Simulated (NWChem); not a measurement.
System: oxygen (O$_{2}$, triplet); SMILES O=O

Output (shortened):

```
             Northwest Computational Chemistry Package (NWChem) 7.3.0
             --------------------------------------------------------

 ORDER OF PRIMARY AXIS IS BEING SET TO 4
 D4H symmetry detected

                             Geometry "geometry" -> ""
                             -------------------------

 Output coordinates in angstroms (scale by  1.889725989 to convert to a.u.)

  No.       Tag          Charge          X              Y              Z
 ---- ---------------- ---------- -------------- -------------- --------------
    1 O                    8.0000     0.00000000     0.00000000     0.59410200
    2 O                    8.0000     0.00000000     0.00000000    -0.59410200

 Effective nuclear repulsion energy (a.u.)      28.5029708164

      Symmetry information
      --------------------

 Group name             D4h
 Group number             28
 Group order              16
 No. of unique centers     1

                                 NWChem DFT Module
                                 -----------------

 Summary of "ao basis" -> "ao basis" (spherical)
 ------------------------------------------------------------------------------
       Tag                 Description            Shells   Functions and Types
 ---------------- ------------------------------  ------  ---------------------
 O                          def2-svp                 6       14   3s2p1d

      Symmetry analysis of basis
      --------------------------

        a1g         6
        a1u         0
        a2g         0
        a2u         6
        b1g         1
        b1u         1
        b2g         1
        b2u         1
        eg          6
        eu          6

            General Information
            -------------------
          SCF calculation type: DFT
          Wavefunction type:  spin polarized.
          No. of atoms     :     2
          No. of electrons :    16
           Alpha electrons :     9
            Beta electrons :     7
          Charge           :     0
          Spin multiplicity:     3
          Use of symmetry is: on ; symmetry adaption is: on
          Maximum number of iterations: 150
          AO basis - number of functions:    28
                     number of shells:    12
          Convergence on energy requested:  1.00D-06
          Convergence on density requested:  1.00D-05
          Convergence on gradient requested:  5.00D-04

              XC Information
              --------------
                     Hartree-Fock (Exact) Exchange  1.000
                   CAM-Becke88 Exchange Functional  1.000
                      VWN V Correlation Functional  0.190 local
              Lee-Yang-Parr Correlation Functional  0.810

           Range-Separation Parameters
           ---------------------------
           Alpha           :  0.19
           Beta            :  0.46
           Gamma           :  0.33
           Short-Range HF  :     F

             Grid Information
             ----------------
          Grid used for XC integration:  medium
          Radial quadrature: Mura-Knowles
          Angular quadrature: Lebedev.
          Tag              B.-S. Rad. Rad. Pts. Rad. Cut. Ang. Pts.
          ---              ---------- --------- --------- ---------
          O                   0.60       49           5.0       434
          Grid pruning is: on
          Number of quadrature shells:    49
          Spatial weights used:  Erf1

      Superposition of Atomic Density Guess
      -------------------------------------

 Sum of atomic energies:        -149.38230774

      Non-variational initial energy
      ------------------------------

 Total energy =    -149.531110
 1-e energy   =    -262.845735
 2-e energy   =      84.811654
 HOMO         =      -0.185809
 LUMO         =      -0.185809

 !!!!!!!!!!!!!!!!!!!!!!!!!!!!!!!!!!!!!!!!!!!!!!!!!!!!!!!!!!!!!!!!!!!!!!
 Warning - the HOMO and LUMO are degenerate and you are using symmetry.
 This can lead to non-variational energies and poor convergence.
 Modify the initial guess, or use an open-shell wavefunction, or turn
 off symmetry.
 !!!!!!!!!!!!!!!!!!!!!!!!!!!!!!!!!!!!!!!!!!!!!!!!!!!!!!!!!!!!!!!!!!!!!!

   Symmetry analysis of molecular orbitals - initial alpha
   -------------------------------------------------------

 !! scf_movecs_sym_adapt:    4 vectors were symmetry contaminated

  Symmetry fudging

 !! scf_movecs_sym_adapt:    4 vectors were symmetry contaminated

  Numbering of irreducible representations:

     1 a1g         2 a1u         3 a2g         4 a2u         5 b1g
     6 b1u         7 b2g         8 b2u         9 eg         10 eu

  Orbital symmetries:

     1 a1g         2 a2u         3 a1g         4 a2u         5 eu
     6 eu          7 a1g         8 eg          9 eg         10 a2u
    11 a1g        12 a2u        13 eu         14 eu         15 a1g
    16 eg         17 eg         18 a2u        19 eu

   Symmetry analysis of molecular orbitals - initial beta
   ------------------------------------------------------

 !! scf_movecs_sym_adapt:    4 vectors were symmetry contaminated

  Symmetry fudging

 !! scf_movecs_sym_adapt:    4 vectors were symmetry contaminated

  Numbering of irreducible representations:

     1 a1g         2 a1u         3 a2g         4 a2u         5 b1g
     6 b1u         7 b2g         8 b2u         9 eg         10 eu

  Orbital symmetries:

     1 a1g         2 a2u         3 a1g         4 a2u         5 eu
     6 eu          7 a1g         8 eg          9 eg         10 a2u
    11 a1g        12 a2u        13 eu         14 eu         15 a1g
    16 eg         17 eg         18 a2u        19 eu

     ---------------------------------------------
      Total Density - Mulliken Population Analysis
     ---------------------------------------------

    Atom       Charge   Shell Charges
 -----------   ------   -------------------------------------------------------
    1 O    8     8.00   1.99  1.13  0.74  2.57  1.55  0.02
    2 O    8     8.00   1.99  1.13  0.74  2.57  1.55  0.02

     --------------------------------------------
      Spin Density - Mulliken Population Analysis
     --------------------------------------------

    Atom       Charge   Shell Charges
 -----------   ------   -------------------------------------------------------
    1 O    8     1.00   0.00  0.00  0.00  0.63  0.36  0.00
    2 O    8     1.00   0.00  0.00  0.00  0.63  0.36  0.00

   convergence    iter        energy       DeltaE   RMS-Dens  Diis-err
 ---------------- ----- ----------------- --------- --------- ---------
 d= 0,ls=0.0,diis     1   -150.1145880103 -1.79D+02  1.20D-02  1.61D-01
                                                     5.43D-03  7.61D-02
 d= 0,ls=0.0,diis     2   -150.1471487007 -3.26D-02  3.71D-03  3.05D-02
                                                     3.66D-03  3.38D-02
 d= 0,ls=0.0,diis     3   -150.1591511401 -1.20D-02  7.70D-04  6.85D-04
                                                     2.73D-04  7.22D-05
 d= 0,ls=0.0,diis     4   -150.1593705375 -2.19D-04  8.62D-05  6.38D-06
                                                     1.74D-04  2.88D-05
 d= 0,ls=0.0,diis     5   -150.1593820636 -1.15D-05  3.88D-05  9.61D-07
                                                     2.55D-05  3.09D-07
 d= 0,ls=0.0,diis     6   -150.1593825239 -4.60D-07  2.20D-06  4.46D-09
                                                     1.97D-06  3.29D-09

         Total DFT energy =     -150.159382523883
      One electron energy =     -262.532745831263
           Coulomb energy =      100.873480223722
    Exchange-Corr. energy =      -17.003087732785
 Nuclear repulsion energy =       28.502970816443

 Numeric. integr. density =       15.999999973292

                  Occupations of the irreducible representations
                  ----------------------------------------------

                     irrep           alpha         beta
                     --------     --------     --------
                     a1g               3.0          3.0
                     a1u               0.0          0.0
                     a2g               0.0          0.0
                     a2u               2.0          2.0
                     b1g               0.0          0.0
                     b1u               0.0          0.0
                     b2g               0.0          0.0
                     b2u               0.0          0.0
                     eg                2.0          0.0
                     eu                2.0          2.0

                    DFT Final Alpha Molecular Orbital Analysis
                    ------------------------------------------

 Vector    7  Occ=1.000000D+00  E=-6.210826D-01  Symmetry=a1g
              MO Center=  4.5D-16, -1.1D-14,  9.9D-17, r^2= 1.1D+00
   Bfn.  Coefficient  Atom+Function         Bfn.  Coefficient  Atom+Function
  ----- ------------  ---------------      ----- ------------  ---------------
     6      0.469959  1 O  pz                20     -0.469959  2 O  pz
     3      0.249428  1 O  s                 17      0.249428  2 O  s
     9      0.217460  1 O  pz                23     -0.217460  2 O  pz
     2      0.139367  1 O  s                 16      0.139367  2 O  s
     1      0.076895  1 O  s                 15      0.076895  2 O  s

 Vector    8  Occ=1.000000D+00  E=-3.740304D-01  Symmetry=eg
              MO Center=  1.4D-18,  3.5D-20, -4.0D-17, r^2= 9.1D-01
   Bfn.  Coefficient  Atom+Function         Bfn.  Coefficient  Atom+Function
  ----- ------------  ---------------      ----- ------------  ---------------
     4      0.540939  1 O  px                18     -0.540939  2 O  px
     7      0.389185  1 O  px                21     -0.389185  2 O  px

 Vector    9  Occ=1.000000D+00  E=-3.740304D-01  Symmetry=eg
              MO Center= -3.2D-17,  6.9D-18, -2.7D-15, r^2= 9.1D-01
   Bfn.  Coefficient  Atom+Function         Bfn.  Coefficient  Atom+Function
  ----- ------------  ---------------      ----- ------------  ---------------
     5      0.540939  1 O  py                19     -0.540939  2 O  py
     8      0.389185  1 O  py                22     -0.389185  2 O  py

 Vector   10  Occ=0.000000D+00  E= 3.064039D-01  Symmetry=a2u
              MO Center=  1.7D-19, -6.9D-18, -1.4D-16, r^2= 1.1D+00
   Bfn.  Coefficient  Atom+Function         Bfn.  Coefficient  Atom+Function
  ----- ------------  ---------------      ----- ------------  ---------------
     3      1.117605  1 O  s                 17     -1.117605  2 O  s
     9     -1.069884  1 O  pz                23     -1.069884  2 O  pz
     6     -0.516345  1 O  pz                20     -0.516345  2 O  pz
     2      0.328811  1 O  s                 16     -0.328811  2 O  s
     1      0.132830  1 O  s                 15     -0.132830  2 O  s

 Vector   11  Occ=0.000000D+00  E= 7.826529D-01  Symmetry=a1g
              MO Center=  5.9D-16, -1.0D-16,  3.1D-15, r^2= 1.6D+00
   Bfn.  Coefficient  Atom+Function         Bfn.  Coefficient  Atom+Function
  ----- ------------  ---------------      ----- ------------  ---------------
     2      1.147390  1 O  s                 16      1.147390  2 O  s
     3     -0.990509  1 O  s                 17     -0.990509  2 O  s
     1      0.216375  1 O  s                 15      0.216375  2 O  s
     6      0.115379  1 O  pz                20     -0.115379  2 O  pz
    12      0.052872  1 O  d  0              26      0.052872  2 O  d  0

 Vector   12  Occ=0.000000D+00  E= 8.713445D-01  Symmetry=eu
              MO Center=  1.1D-16,  2.3D-16, -3.6D-15, r^2= 1.5D+00
   Bfn.  Coefficient  Atom+Function         Bfn.  Coefficient  Atom+Function
  ----- ------------  ---------------      ----- ------------  ---------------
     5      0.620947  1 O  py                19      0.620947  2 O  py
     8     -0.594613  1 O  py                22     -0.594613  2 O  py
     4      0.227946  1 O  px                18      0.227946  2 O  px
     7     -0.218279  1 O  px                21     -0.218279  2 O  px
    11     -0.034063  1 O  d -1              25      0.034063  2 O  d -1

                     DFT Final Beta Molecular Orbital Analysis
                     -----------------------------------------

 Vector    5  Occ=1.000000D+00  E=-5.796583D-01  Symmetry=a1g
              MO Center=  5.7D-15,  6.7D-15, -2.9D-16, r^2= 1.2D+00
   Bfn.  Coefficient  Atom+Function         Bfn.  Coefficient  Atom+Function
  ----- ------------  ---------------      ----- ------------  ---------------
     6      0.458930  1 O  pz                20     -0.458930  2 O  pz
     3      0.268044  1 O  s                 17      0.268044  2 O  s
     9      0.223020  1 O  pz                23     -0.223020  2 O  pz
     2      0.137962  1 O  s                 16      0.137962  2 O  s
     1      0.079907  1 O  s                 15      0.079907  2 O  s

 Vector    6  Occ=1.000000D+00  E=-5.355999D-01  Symmetry=eu
              MO Center= -7.3D-15,  3.9D-15,  1.3D-15, r^2= 8.4D-01
   Bfn.  Coefficient  Atom+Function         Bfn.  Coefficient  Atom+Function
  ----- ------------  ---------------      ----- ------------  ---------------
     4      0.404187  1 O  px                18      0.404187  2 O  px
     7      0.262423  1 O  px                21      0.262423  2 O  px
     5     -0.173929  1 O  py                19     -0.173929  2 O  py
     8     -0.112926  1 O  py                22     -0.112926  2 O  py
    13      0.033073  1 O  d  1              27     -0.033073  2 O  d  1

 Vector    7  Occ=1.000000D+00  E=-5.355999D-01  Symmetry=eu
              MO Center= -3.4D-15, -7.8D-15,  1.7D-17, r^2= 8.4D-01
   Bfn.  Coefficient  Atom+Function         Bfn.  Coefficient  Atom+Function
  ----- ------------  ---------------      ----- ------------  ---------------
     5      0.404187  1 O  py                19      0.404187  2 O  py
     8      0.262423  1 O  py                22      0.262423  2 O  py
     4      0.173929  1 O  px                18      0.173929  2 O  px
     7      0.112926  1 O  px                21      0.112926  2 O  px
    11     -0.033073  1 O  d -1              25      0.033073  2 O  d -1

 Vector    8  Occ=0.000000D+00  E=-4.256093D-02  Symmetry=eg
              MO Center= -2.0D-16,  1.7D-16, -2.0D-15, r^2= 9.9D-01
   Bfn.  Coefficient  Atom+Function         Bfn.  Coefficient  Atom+Function
  ----- ------------  ---------------      ----- ------------  ---------------
     4      0.431064  1 O  px                18     -0.431064  2 O  px
     7      0.390368  1 O  px                21     -0.390368  2 O  px
     5     -0.256477  1 O  py                19      0.256477  2 O  py
     8     -0.232264  1 O  py                22      0.232264  2 O  py

 Vector    9  Occ=0.000000D+00  E=-4.256093D-02  Symmetry=eg
              MO Center= -2.5D-17, -2.7D-17,  6.9D-16, r^2= 9.9D-01
   Bfn.  Coefficient  Atom+Function         Bfn.  Coefficient  Atom+Function
  ----- ------------  ---------------      ----- ------------  ---------------
     5      0.431064  1 O  py                19     -0.431064  2 O  py
     8      0.390368  1 O  py                22     -0.390368  2 O  py
     4      0.256477  1 O  px                18     -0.256477  2 O  px
     7      0.232264  1 O  px                21     -0.232264  2 O  px

 Vector   10  Occ=0.000000D+00  E= 3.537030D-01  Symmetry=a2u
              MO Center=  1.1D-19,  3.2D-19, -1.3D-16, r^2= 1.1D+00
   Bfn.  Coefficient  Atom+Function         Bfn.  Coefficient  Atom+Function
  ----- ------------  ---------------      ----- ------------  ---------------
     3      1.218743  1 O  s                 17     -1.218743  2 O  s
     9     -1.130395  1 O  pz                23     -1.130395  2 O  pz
     6     -0.499515  1 O  pz                20     -0.499515  2 O  pz
     2      0.330114  1 O  s                 16     -0.330114  2 O  s
     1      0.138790  1 O  s                 15     -0.138790  2 O  s

[...]
```

Level: CAM-B3LYP/def2-SVP, spin-unrestricted. Coordinates come from a PBE0/def2-SVP, spin-unrestricted optimisation. No stability test was run on the SCF state.

Q: Which NWChem input produces such a log?

A: Several could match; the one computed here: the input that was run:
```
start job
memory heap 200 mb stack 900 mb global 1100 mb
geometry units angstroms noautoz
  O      0.000000     0.000000     0.594102
  O      0.000000     0.000000    -0.594102
end
basis spherical
  O library def2-svp
end
dft
  odft
  mult 3
  xc xcamb88 1.00 lyp 0.81 vwn_5 0.19 hfexch 1.00
  cam 0.33 cam_alpha 0.19 cam_beta 0.46
  iterations 150
  mulliken
end
task dft energy
```
